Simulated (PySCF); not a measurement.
Gas-phase reaction: SiH₂(NH₂)₂ + 3 SiCl₄ = 2 SiCl₃NH₂ + 2 SiHCl₃

Computed with PySCF and rigid-rotor harmonic-oscillator thermochemistry at 1 bar. † marks an energy on the PBE0/def2-TZVP geometry and frequencies. All species are closed-shell singlets. SiH₂(NH₂)₂, SiCl₃NH₂: computed as isolated molecules; such fragments, hydroxides, amides, oligomers or adducts are transient or little studied in the gas.

BLYP/def2-TZVP† gives ΔH°(298 K) = -49 kJ.

**Question.** What do HF/def2-TZVP†, M06-2X/def2-TZVP†, LDA/def2-TZVP† give?

**Answer.** HF/def2-TZVP†: -64 kJ; M06-2X/def2-TZVP†: -54 kJ; LDA/def2-TZVP†: -45 kJ. For scale, ΔH°(298 K) is -49 kJ at this level, -47 kJ at ωB97M-V/def2-TZVP†, and runs from -93 to -45 kJ over the 20 levels computed.
